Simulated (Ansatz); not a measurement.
**N₂H₂ (triplet): from Hartree-Fock to the top rungs, cc-pVTZ**

One table from this session's results is given with a row withheld; the runs are named, their logs left out.

Program: Ansatz 0.2.0, Gaussian basis. Level of theory: cc-pVTZ, core rule «outside noble gas», up to 2 orbitals frozen. These are calculated values, not measurements.

The runs, in order: UHF; CCSD(T) on ROHF; CCSD(T) on UHF; BCCD(T) on ROHF; CCSDT(Q) on ROHF; CCSDT(Q) on UHF; CASSCF and MRCISD+Q, 12 electrons in 10 orbitals; CASSCF and NEVPT2, 12 electrons in 10 orbitals.

6 further runs of the same task are left out: 6 set aside as unsound or not needed. Runs told in other sessions of the task aren't counted.

## The geometry

The geometry is a PBE0/def2-TZVP stationary point (not a proven minimum).

4 atoms, charge 0, spin multiplicity 3.

Atoms are counted from 1 here; the program's logs count them from 0.

Bond lengths: N1–N2 1.256 Å, N1–H3 1.014 Å, N2–H4 1.014 Å. Angles: N2–N1–H3 120.6°, N1–N2–H4 120.6°.

Geometry (Å):

```
atom   x (Å)    y (Å)    z (Å)
  N1  0.0000  -0.1683   0.6052
  N2  0.0000   0.1683  -0.6052
  H3  0.0000   0.5334   1.3366
  H4  0.0000  -0.5334  -1.3366
```

Set-up of the first run:

File in.yaml:

```yaml
crystal:
  periodic: [false, false, false]
  atoms:
    - {symbol: N, position_ang: [0.000000, -0.168274, 0.605211]}
    - {symbol: N, position_ang: [0.000000, 0.168274, -0.605211]}
    - {symbol: H, position_ang: [0.000000, 0.533378, 1.336557]}
    - {symbol: H, position_ang: [0.000000, -0.533378, -1.336557]}
basis:
  gaussian: {orbitals: cc-pVTZ}
magnetization: {spin_polarized: true, initial_magnetization: 2}
hamiltonian: {xc: hf}
output: {orbitals: {seedname: orbitals}}
```

Launch:

```bash
> ansatz run in.yaml --threads 1 --pin off --events-out ev --progress --plain --max-ram 2816MiB --backend cpu
```

Among the steps run: UHF; CCSD(T) on ROHF; CCSD(T) on UHF; BCCD(T) on ROHF; CCSDT(Q) on ROHF; CCSDT(Q) on UHF; CASSCF and MRCISD+Q, 12 electrons in 10 orbitals; CASSCF and NEVPT2, 12 electrons in 10 orbitals.

One table of the session follows, with a row left open; its other results are not shown here.

| method | from UCCSDT(Q) (kJ/mol) |
| --- | --- |
| ROHF | +1130.2 |
| UHF | +1086.0 |
| RMP2 | +56.8 |
| UMP2 | +85.1 |
| RCCSD | +50.2 |
| UCCSD | +47.6 |
| RCCSD(T) | +3.6 |
| UCCSD(T) | +3.7 |
| BCCD(T) | +3.6 |
| RCCSDT | +3.5 |
| UCCSDT | +3.1 |
| RCCSDT(Q) | +0.1 |
| UCCSDT(Q) | 0 |
| CASSCF valence | ? |
| NEVPT2 valence | +129.5 |
| MRCISD valence | +72.9 |
| MRCISD+Q valence | +13.5 |

Q: Estimate the row for CASSCF valence from the others.

**Answer.** from UCCSDT(Q) (kJ/mol): +844.5. In the column «from UCCSDT(Q) (kJ/mol)» it lies between NEVPT2 valence (+129.5) and UHF (+1086.0).

With the free atoms at the same levels and basis (separate runs), the atomisation energy is 10.043 eV at UCCSDT(Q), 10.033 eV at RCCSD(T), 10.024 eV at UCCSD(T), 4.735 eV at ROHF.

Limits of these values: Restricted and unrestricted rows rest on different reference determinants; a gap between their highest levels can come from leftover correlation error, from unlike frozen cores or from another state.
